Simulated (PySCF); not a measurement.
Structure with atom numbers: `[CH:1]1=[N:2][CH2:3][CH2:4][CH2:5][CH2:6]1` (H(Xn): hydrogen on atom n).

GIAO PBE0/pcSseg-1 shifts (PySCF 2.14, gas phase, non-relativistic, equivalent atoms averaged), each against references optimised in the same way as the molecule (TMS, NH3).

On the GFN2-xTB geometry: C1 165.4, C3 53.0, C6 32.2, C4 26.1, C5 22.7, N2 379.6, H(C1) 7.93, H(C3) 3.97, H(C6) 2.03, H(C5) 1.62, H(C4) 1.53 ppm.

**Question.** What changes on the PBE0-D3(BJ)/def2-SVP geometry?

**Answer.** 
```
atoms  δ (ppm)  change
   C1    167.0    +1.6
   C3     51.7    -1.3
   C6     31.3    -0.9
   C4     24.5    -1.6
   C5     20.9    -1.8
   N2    382.6    +3.0
H(C1)     7.81   -0.12
H(C3)     3.73   -0.24
H(C6)     1.91   -0.12
H(C5)     1.47   -0.15
H(C4)     1.40   -0.13
```

Bonds between heavy atoms that differ most (equivalent bonds averaged): C1–N2 1.255 → 1.268 Å, N2–C3 1.438 → 1.448 Å, C3–C4 1.530 → 1.525 Å, C5–C6 1.527 → 1.523 Å, C4–C5 1.526 → 1.522 Å. Mean change of bonds to hydrogen: C–H +0.011 Å.
